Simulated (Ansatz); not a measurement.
# How the elastic constant C12 of solid iodine moves with the method

No measured value is used here.

| level (code) | value (GPa) | cell (Å³/atom) |
|---|---|---|
| LDA (Ansatz) | 5.56 | 36.95 |
| PBEsol (Ansatz) | 2.49 | 39.80 |
| r²SCAN (Ansatz) | 2.84 | 44.25 |
| HSE06-D3(BJ) (Ansatz) | 4.50 | 38.96 |
| PBE0-D4 (Ansatz) | 4.76 | 39.76 |

LDA: LDA has no dispersion term either, though it tends to give short spacings of layers, chains or molecules. PBEsol, r²SCAN: the cell comes from a level without a dispersion term, which matters for the spacing of layers, chains or molecules. HSE06-D3(BJ), PBE0-D4: the dispersion coefficients are held fixed in the derivatives. Each level is taken at its own relaxed cell. Cutoffs differ between the levels. Ansatz's density-functional and Hartree–Fock values are scalar-relativistic unless marked +SOC, with PAW data made under PBE.

Ansatz is an electronic-structure program.
